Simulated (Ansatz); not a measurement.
A made-up structure of MgSiH3, doublet:

```
5
angstrom
Mg 0.5957 -1.3123 0.8882
Si -0.4011 0.8709 -0.5728
H 1.2656 -2.7894 1.8843
H -1.7635 0.8654 -1.5143
H 0.3035 2.3654 -0.6853
```

It is relaxed with PBE-D4/def2-SVP and then PBE0-D4/def2-TZVP (Ansatz 0.2.0). Atoms count as bonded within 1.22 times the sum of their covalent radii (H–H: 0.88 Å). The end point is not checked to be a true minimum.

Problem. Does its bonding change? (Judge from chemistry; the calculation decides.)

Solution. By the calculation: No: no bond forms or breaks.

Where it ends: The first stage lowers the energy by 0.62 eV in 12 steps. It ends as MgSiH₃ ([MgH][SiH2]):
```tsv
atom	x (Å)	y (Å)	z (Å)
Mg1	0.5313	-1.1722	0.7934
Si2	-0.4313	0.8184	-0.4040
H3	1.1439	-2.4979	1.6634
H4	-1.5447	0.7572	-1.3966
H5	0.3009	2.0946	-0.6563
```

Labels in which every atom is bracketed show which atoms are joined, not bond orders.

For scale, one of the runs: PBE0-D4/def2-TZVP relaxation, 87 basis functions, launched by `ansatz run in.yaml --threads 2 --pin off --events-out ev --progress --plain --max-ram 4352MiB`. Hardware: 2 CPU threads of an Intel Xeon Platinum 8223CL, shared host. Wall time about 8 s.
